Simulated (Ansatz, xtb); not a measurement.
Two isomers of C2H2N

We compare a, `[CH]=C=N`, a doublet, with b, `[C]#[N+][CH2-]`, a doublet. Both are isolated molecules in the gas phase, relaxed with PBE-D3(BJ)/def2-SVP.

a (Å):

| atom | x (Å) | y (Å) | z (Å) |
| --- | --- | --- | --- |
| C | -1.5479 | -0.1400 | 0.4746 |
| C | -0.7909 | 0.6244 | -0.1874 |
| N | 0.0843 | 1.3173 | -0.7992 |
| H | -2.2107 | -0.7836 | 1.0334 |
| H | -0.3254 | 2.0705 | -1.3787 |

b (Å):

```tsv
atom	x (Å)	y (Å)	z (Å)
C	-2.9191	1.0155	0.5583
C	-0.5824	0.6113	-0.3446
N	-1.8099	0.8236	0.1296
H	-0.1878	-0.4156	-0.3754
H	0.0136	1.4669	-0.6967
```

Estimate E(b) − E(a) at the level CCSD(T)/def2-TZVP.

Calculated at CCSD(T)/def2-TZVP: E(b) − E(a) = −43.2 kJ/mol, so structure b lies lower.

Level by level:

| level | geometry | E(b) − E(a) (kJ/mol) | departure from the last row (kJ/mol) | job, with rough time for the two |
| --- | --- | --- | --- | --- |
| GFN2-xTB | GFN2-xTB | +15.0 | +58.2 | optimisation, 0.074 s |
| HF/STO-3G | GFN2-xTB | −83.7 | −40.5 | single point, 0.16 s |
| r2SCAN-D4/def2-SVP | GFN2-xTB | −32.3 | +10.9 | single point, 1.6 s |
| PBE-D3(BJ)/def2-SVP | PBE-D3(BJ)/def2-SVP | −25.0 | +18.2 | optimisation, 9.3 s |
| HF/def2-TZVP | PBE-D3(BJ)/def2-SVP | −58.8 | −15.6 | part of the CCSD(T) run |
| MP2/def2-TZVP | PBE-D3(BJ)/def2-SVP | −62.1 | −18.9 | part of the CCSD(T) run |
| CCSD(T)/def2-TZVP | PBE-D3(BJ)/def2-SVP | −43.2 |  | single point, 18 s |

As drawn, b has 1 C≡N, 1 C–N, 1 C–H in place of 1 C=C, 1 C=N, 1 N–H.

GFN2-xTB puts the two in the other order. The largest departure from CCSD(T)/def2-TZVP is that of GFN2-xTB, 58.2 kJ/mol.

With harmonic frequencies from PBE-D3(BJ)/def2-SVP (ideal gas, rigid rotor, one conformer each, 600 K, 1 atm): on the last row, ΔE + ΔZPE = −40.6, ΔH = −42.6, ΔG = −37.3 kJ/mol.

Open shells are spin-unrestricted, with notable spin contamination under HF/STO-3G, HF/def2-TZVP, MP2/def2-TZVP, CCSD(T)/def2-TZVP. The correlated steps freeze 3 core orbitals. Programs: Ansatz 0.2.0, xtb 6.7.1; the last row on 1 thread of Intel(R) Xeon(R) 6975P-C (Granite Rapids) on a shared host.
